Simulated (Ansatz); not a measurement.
**A ladder of methods for BH2SF (SMILES FBS)**

The species is BH2SF (5 atoms), meant as a singlet with charge 0. As SMILES, `FBS`. The coordinates come from a PBE0-D4/def2-TZVP relaxation. This is one conformer, not always the lowest.

```xyz
5

F    -1.1191   -0.9059   -1.0692
B    -0.4128   -0.3391   -0.1061
S     0.9724    0.6986   -0.5794
H    -0.7120   -0.5309    1.0337
H     1.3214    1.0037    0.6796
```

Each level gives the energy change with the S3–H5 bond stretched from 1.342 to 2.012 Å (eV). The values are calculated.

```json
{"level": "SVWN5/STO-3G (restricted)", "kind": "LDA", "program": "Ansatz", "value (eV)": "2.70", "less FCI/STO-3G": "+0.26", "CPU time (all runs)": "1.5 s"}
{"level": "BLYP/STO-3G (restricted)", "kind": "GGA", "program": "Ansatz", "value (eV)": "2.44", "less FCI/STO-3G": "0.00", "CPU time (all runs)": "2.3 s"}
{"level": "r2SCAN/STO-3G (restricted)", "kind": "meta-GGA", "program": "Ansatz", "value (eV)": "2.80", "less FCI/STO-3G": "+0.36", "CPU time (all runs)": "5.3 s"}
{"level": "PBE0/STO-3G (restricted)", "kind": "global hybrid", "program": "Ansatz", "value (eV)": "2.98", "less FCI/STO-3G": "+0.54", "CPU time (all runs)": "2.3 s"}
{"level": "r2SCAN0/STO-3G (restricted)", "kind": "hybrid meta-GGA", "program": "Ansatz", "value (eV)": "3.11", "less FCI/STO-3G": "+0.67", "CPU time (all runs)": "5.5 s"}
{"level": "HSE06/STO-3G (restricted)", "kind": "range-separated hybrid", "program": "Ansatz", "value (eV)": "2.97", "less FCI/STO-3G": "+0.53", "CPU time (all runs)": "2.8 s"}
{"level": "RPA@PBE/STO-3G (restricted)", "kind": "RPA", "program": "Ansatz", "value (eV)": "2.53", "less FCI/STO-3G": "+0.09", "CPU time (all runs)": "3.3 s"}
{"level": "CCSDT/STO-3G (restricted)", "kind": "coupled cluster or CI", "program": "Ansatz", "value (eV)": "2.44", "less FCI/STO-3G": "0.00", "CPU time (all runs)": "0.85 s"}
{"level": "FCI/STO-3G", "kind": "exact in the basis", "program": "Ansatz", "value (eV)": "2.44", "less FCI/STO-3G": "0.00", "CPU time (all runs)": "43 s"}
```

FCI/STO-3G is exact within its basis and frozen core, so for wave-function methods in that basis the difference is their error; functionals converge differently with the basis, so for them it is only a difference. The first shape isn't each level's own minimum. The values span 2.44 to 3.11 eV. All rows use very small basis sets, so even the best lies far from the true value. Times are those of the runs behind each value, whatever else they computed, on shared processors of several kinds: orders of magnitude only.
